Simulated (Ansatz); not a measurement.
Rhombohedral A7 Sb was calculated with r²SCAN (plane waves, PAW; Ansatz, a quantum-chemistry and plane-wave program).

Numerical settings: plane-wave cutoff 600 eV, 12×12×12 k mesh, Fermi–Dirac smearing 0.1 eV, finite displacements, scalar-relativistic PAW data made under PBE.

The cell has the measured lattice parameters. Conventional cell: a = 4.3084 Å, b = 4.3084 Å, c = 11.2736 Å, α = 90.00°, β = 90.00°, γ = 120.00°.

Harmonic phonon frequencies (cm⁻¹; i marks an imaginary mode):

```csv
q point,frequencies
Γ,0 0 0 103 103 151
T,62 62 80 153 153 172
L,76 87 92 145 148 161
F,49 53 68 118 128 141
```

No imaginary mode appears at these points.

Note: the cell isn't this level's own, so it is under some stress, which shifts stiffness and frequencies.
